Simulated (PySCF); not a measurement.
C₂H₃N, SMILES CC#N (connectivity only; charge and spin as stated), charge +1, multiplicity 2.

Coordinates come from a B3LYP-D3(BJ)/def2-TZVP optimisation. The geometry has at least one imaginary mode, so it is a saddle point at that level. The spin state was assumed, not searched.

Calculation: TDA-LC-ωPBE/def2-SVPD run with PySCF.

Vertical excitations. Isolated molecule, no solvent.

Computed lowest excited states:
```tsv
state	energy (eV)	λ (nm)	f	main pairs
root 1	0.38	3302	0.000	β HOMO→LUMO 93 %
root 2	1.41	880	0.002	β HOMO−1→LUMO 95 %
root 3	4.51	275	0.082	β HOMO−2→LUMO 94 %
root 4	4.91	252	0.002	β HOMO−3→LUMO 90 %
root 5	6.06	205	0.006	β HOMO−4→LUMO 89 %
root 6	6.13	202	0.000	α HOMO→LUMO+1 34 %, β HOMO→LUMO+1 49 %
root 7	6.67	186	0.000	α HOMO→LUMO 86 %
root 8	7.61	163	0.007	α HOMO−1→LUMO 59 %, α HOMO→LUMO+1 22 %, α HOMO−4→LUMO 10 %, β HOMO→LUMO+1 6 %
root 9	8.01	155	0.000	α HOMO−2→LUMO+1 39 %, β HOMO−1→LUMO+1 57 %
root 10	8.07	154	0.000	α HOMO−1→LUMO+1 47 %, α HOMO−4→LUMO+1 8 %, β HOMO→LUMO+2 33 %
```
Unrestricted roots are not spin-pure.
